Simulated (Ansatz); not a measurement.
System: hcp Tl. Method: RPBE (Ansatz, a program for electronic structure, PAW).

Run with plane-wave cutoff 520 eV, 18×18×10 k mesh (along the axes of the cell as run), Fermi–Dirac smearing 0.05 eV, scalar-relativistic PAW data made under PBE.

A third-order Birch–Murnaghan fit to the energies gives V0 = 33.734 Å³/atom, B0 = 19.5 GPa, B′ = 5.6.

| V (Å³/atom) | P (GPa) |
|---|---|
| 32.385 | … |
| 33.060 | … |
| 33.735 | -0.001 |
| 34.409 | -0.366 |
| 35.084 | … |

### Question
Estimate the withheld pressures from this fit; the answers are the runs' own values.

### Answer

- 32.385, P (GPa): 0.893
- 33.060, P (GPa): 0.417
- 35.084, P (GPa): -0.687

The formula P = (3/2) B0 (x^(7/3) − x^(5/3)) [1 + (3/4)(B′ − 4)(x^(2/3) − 1)] with x = V0/V meets the computed pressures within 0.01 GPa when these rounded values are put in.

Shape and atoms are relaxed at each volume.

Measured, for comparison: bulk modulus 37.4 GPa (copied from a table, unchecked, extrapolated to 0 K and zero-point effects removed; as tabulated in Lejaeghere et al. (2013), arXiv:1204.2733). Computed (rounded) less measured: bulk modulus not scored (unchecked).

Note: the cell is over a tenth larger than the published one: the level's own overestimate first of all, though another phase or state, or a fault of the published cell, is possible; the bulk modulus comes from volumes at which shape and atoms were relaxed.

Spin–orbit coupling is not included; it can shift volumes and moduli of such heavy elements.

Static lattice: no zero-point or thermal effects.

The result took around 4 core-minutes (rough).
